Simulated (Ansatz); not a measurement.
A made-up structure of CH₂BO, doublet:

C1  (-0.338, -0.029, -1.178)
B2  (0.269, -0.319, 1.413)
O3  (-0.022, -0.152, 0.132)
H4  (-0.588, 0.065, -2.211)
H5  (0.760, 0.583, 1.929)
(Å)

It is relaxed with PBE-D4/def2-SVP and then PBE0-D4/def2-TZVP (Ansatz 0.2.0). Atoms count as bonded within 1.22 times the sum of their covalent radii (H–H: 0.88 Å). The end point is not checked to be a true minimum.

Question: Does its bonding change? (A judgement: the text doesn't fix the answer.)

Answer: The calculation gives: No: no bond forms or breaks.

Where it ends: The first stage lowers the energy by 1.73 eV in 13 steps. It ends as CH₂BO ([BH][O][CH]):
C1  (0.048, 0.224, -1.366)
B2  (0.475, -0.272, 1.125)
O3  (0.129, -0.032, -0.094)
H4  (-0.942, -0.188, -1.669)
H5  (0.371, 0.416, 2.088)
(Å)

Labels in which every atom is bracketed show which atoms are joined, not bond orders.

For scale, one of the runs: PBE0-D4/def2-TZVP relaxation, 105 basis functions, launched by `ansatz run in.yaml --threads 2 --pin off --events-out ev --progress --plain --max-ram 4352MiB`. The run took about 26 s on 2 CPU threads of an Arm Neoverse V2 (shared host).
